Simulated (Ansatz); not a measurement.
**One shape, several levels: CH4Si (SMILES C=[SiH2])**

Wanted: a comparison of 6 runs (HF/STO-3G, UHF/STO-3G, B2PLYP/STO-3G, RPA@PBE/STO-3G, CCSDT(Q)/STO-3G, CCSDTQ/STO-3G) of CH4Si. 

The results are computed with Ansatz 0.2.0.

43 further runs of the same task are left out: 43 set aside as unsound or not needed.

### 1 Starting point

The species is CH4Si (6 atoms), meant as a singlet with charge 0. As SMILES, `C=[SiH2]`. The H6–Si2 distance was set to 2.187 Å, away from the relaxed value. At this shape a bond of the SMILES string is far longer than usual.

Bond lengths: C1–Si2 1.748 Å, C1–H3 1.077 Å, C1–H4 1.077 Å, Si2–H5 1.458 Å. Angles: C1–Si2–H5 124.5°, Si2–C1–H3 122.4°, Si2–C1–H4 122.5°, H3–C1–H4 115.0°. A long bond or contact: Si2–H6 2.187 Å.

### 2 A single-point energy at HF/STO-3G (run 1)

The input, in.yaml:

```yaml
crystal:
  periodic: [false, false, false]
  atoms:
    - symbol: C
      position_ang: [-1.205966, -0.863364, 0.196656]
    - symbol: Si
      position_ang: [0.143994, 0.135556, 0.680016]
    - symbol: H
      position_ang: [-1.875786, -1.312814, 0.909886]
    - symbol: H
      position_ang: [-1.430196, -1.074364, -0.834984]
    - symbol: H
      position_ang: [0.485704, 0.449766, 2.062506]
    - symbol: H
      position_ang: [1.545870, 1.084200, -0.705300]
basis:
  gaussian:
    orbitals: STO-3G
magnetization:
  spin_polarized: false
  initial_magnetization: 0
hamiltonian:
  xc: hf
accuracy: high
```

On the command line:

```sh
ansatz run in.yaml --threads 1 --pin off --max-ram 2610MiB --events-out events.jsonl --progress --plain --runs-dir runs
```

The log of the run:

```text
Warning: RAYON_NUM_THREADS=1 ignored (pool sized by the plan → 1); use --threads N
Functional definition: HF
  name "HF"
  exchange = exact_x
  correlation = 0
310 factors; integrals over basis functions are off by at most 6.0e-9 eV
mean field evaluation 1: about -8844.2728 eV, gradient 1.7e1 eV
mean field evaluation 2: about -8844.2814 eV, gradient 1.7e1 eV
mean field evaluation 4: about -8845.5901 eV, gradient 1.5e0 eV
mean field evaluation 8: about -8845.6067 eV, gradient 3.2e-5 eV
mean field evaluation 16: about -8832.7127 eV, gradient 1.7e1 eV
mean field evaluation 32: about -8845.6050 eV, gradient 2.8e-6 eV
mean field -8845.60499613 eV, -325.0699878415 hartree, gradient 6.6e-8 eV, S^2 0.000000; 1 other end points of the search recorded, 0 dependent functions left out
reference -8845.60499613 eV, -325.0699878415 hartree; 12, 12 occupied and 6, 6 virtual orbitals, 310 factors
Total energy: -8845.60499613 eV, -325.0699878415 hartree
```

Run time: 0.12 s. Hardware: 1 thread of Arm Neoverse V1, shared host.

### 3 The energy at UHF/STO-3G (run 2)

The input, run.yaml:

```yaml
crystal:
  periodic: [false, false, false]
  atoms:
    - symbol: C
      position_ang: [-1.205966, -0.863364, 0.196656]
    - symbol: Si
      position_ang: [0.143994, 0.135556, 0.680016]
    - symbol: H
      position_ang: [-1.875786, -1.312814, 0.909886]
    - symbol: H
      position_ang: [-1.430196, -1.074364, -0.834984]
    - symbol: H
      position_ang: [0.485704, 0.449766, 2.062506]
    - symbol: H
      position_ang: [1.545870, 1.084200, -0.705300]
basis:
  gaussian: {orbitals: STO-3G}
magnetization: {spin_polarized: true, initial_magnetization: 0}
hamiltonian: {xc: hf}
accuracy: high
```

On the command line:

```sh
ansatz run run.yaml --threads 1 --pin off --max-ram 2610MiB --events-out events.jsonl --progress --plain --runs-dir runs
```

The log of the run:

```text
Warning: RAYON_NUM_THREADS=1 ignored (pool sized by the plan → 1); use --threads N
Functional definition: HF
  name "HF"
  exchange = exact_x
  correlation = 0
310 factors; integrals over basis functions are off by at most 6.0e-9 eV
mean field evaluation 1: about -8844.2728 eV, gradient 1.2e1 eV
mean field evaluation 2: about -8844.2814 eV, gradient 1.2e1 eV
mean field evaluation 4: about -8845.5901 eV, gradient 1.1e0 eV
mean field evaluation 8: about -8845.6050 eV, gradient 1.6e-2 eV
mean field evaluation 16: about -8845.8175 eV, gradient 1.3e0 eV
mean field evaluation 32: about -8846.3974 eV, gradient 1.8e-7 eV
mean field evaluation 64: about -8840.2806 eV, gradient 1.6e1 eV
mean field -8846.95601145 eV, -325.1196367385 hartree, gradient 9.9e-8 eV, S^2 1.241057; 6 other end points of the search recorded, 0 dependent functions left out
reference -8846.95601145 eV, -325.1196367385 hartree; 12, 12 occupied and 6, 6 virtual orbitals, 310 factors
Total energy: -8846.95601145 eV, -325.1196367385 hartree
```

Run time: 0.26 s. Hardware: 1 thread of Arm Neoverse V1, shared host.

Runs 3 to 5 aren't shown in full; the table further down has their settings and results.

### 4 The energy at CCSDTQ/STO-3G (run 6)

The input, input.yaml:

```yaml
crystal:
  periodic: [false, false, false]
  atoms:
    - {symbol: C, position_ang: [-1.205966, -0.863364, 0.196656]}
    - {symbol: Si, position_ang: [0.143994, 0.135556, 0.680016]}
    - {symbol: H, position_ang: [-1.875786, -1.312814, 0.909886]}
    - {symbol: H, position_ang: [-1.430196, -1.074364, -0.834984]}
    - {symbol: H, position_ang: [0.485704, 0.449766, 2.062506]}
    - {symbol: H, position_ang: [1.545870, 1.084200, -0.705300]}
basis:
  gaussian:
    orbitals: STO-3G
total_charge: 0
correlation:
  method: ccsdtq
  frozen_orbitals: {C: 1, H: 0, Si: 5}
accuracy: high
scf:
  omitted_lower_state_checks: [cluster_reference, increment]
```

On the command line:

```sh
ansatz run input.yaml --threads 1 --pin off --max-ram 2610MiB --events-out events.jsonl --progress --plain --runs-dir runs
```

The log of the run:

```text
Warning: RAYON_NUM_THREADS=1 ignored (pool sized by the plan → 1); use --threads N
[... 12 lines left out ...]
6 core orbitals not correlated: weight in the atoms' cores, before any rotation towards them, 1.000 or more for the frozen orbitals, at most 0.000 for the correlated occupied ones
[... 27 lines left out ...]
Total energy: -8851.22122085 eV, -325.2763802932 hartree
Checks for a lower state left out: cluster_reference, increment
```

Wall time 2.9 s (1 thread of Arm Neoverse V1, shared host); peak memory 0.092 GiB.

### 5 Overview of the runs

```csv
run,level,frozen core orbitals,energy (Eh),wall time
1,HF/STO-3G,–,-325.069988,0.12 s
2,UHF/STO-3G,–,-325.119637,0.26 s
3,B2PLYP/STO-3G,6,-325.739650,1.6 s
4,RPA@PBE/STO-3G,6,-325.327931,1.5 s
5,CCSDT(Q)/STO-3G,6,-325.276438,0.3 s
6,CCSDTQ/STO-3G,6,-325.276380,2.9 s
```

### 6 Summary of results

```
                                          quantity          value
                               run 6: total energy  -325.27638 Eh
run 6: correlation energy (6 core orbitals frozen)     -206.4 mEh
                              run 6: T1 diagnostic          0.017
```

What this shows: Below the UHF energy at the same shape and in the same basis (STO-3G): CCSDT(Q) -156.8 mEh; CCSDTQ -156.7 mEh. Some of these start from another determinant than that one, so these aren't their correlation energies. In runs 3, 5, 6 the log says that unrestricted orbitals would lower the reference, so the values rest on an unstable closed-shell determinant (other closed-shell runs at this shape may share the fault). In runs 1, 2, 3, 4, 5, 6 the basis is minimal, so the values are rough. Spin contamination of the reference: run 2 ⟨S²⟩ = 1.24. Where it is this large, the reference is a mixture of spin states, and values that rest on it are in doubt. All runs together took 6.6 s, the longest 2.9 s.
